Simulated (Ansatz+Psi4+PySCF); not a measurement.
doublet Al₃: levels of theory in one basis

```yaml
atoms:
  - { symbol: Al, position_ang: [1.4787, -0.0052, 0.0072] }
  - { symbol: Al, position_ang: [-0.7052, 1.2593, 0.0223] }
  - { symbol: Al, position_ang: [-0.7040, -1.2724, 0.0134] }
```

Basis set: cc-pV(T+d)Z (spherical functions). Frozen core: 15 orbitals. Correlation on ROHF uses semicanonical orbitals with singles. Charge 0, multiplicity 2.

Computed with Ansatz (development build ahead of 0.2.0) and Psi4 1.11; each method stands on the lowest determinant of its kind that the runs found.

| method | E − E(ROHF) (eV) | <S²> of the determinant |
| --- | --- | --- |
| ROHF | 0.00 | 0.75 |
| UHF | -0.64 | 1.92 |
| UHF-MP2 | -4.97 | 1.92 |
| UHF-CCSD | -6.00 | 1.92 |
| UHF-CCSD(T) | -6.47 | 1.92 |

What does ROHF-MP2 give on the same scale?

-5.73 eV.

Caution for ROHF, ROHF-MP2: an unrestricted determinant lies well below. Caution for UHF, UHF-MP2, UHF-CCSD, UHF-CCSD(T): the unrestricted determinant is a mixture of spin states; the determinant may break the point group. Caution for UHF-MP2, UHF-CCSD, UHF-CCSD(T): large amplitudes, a single reference is doubtful.
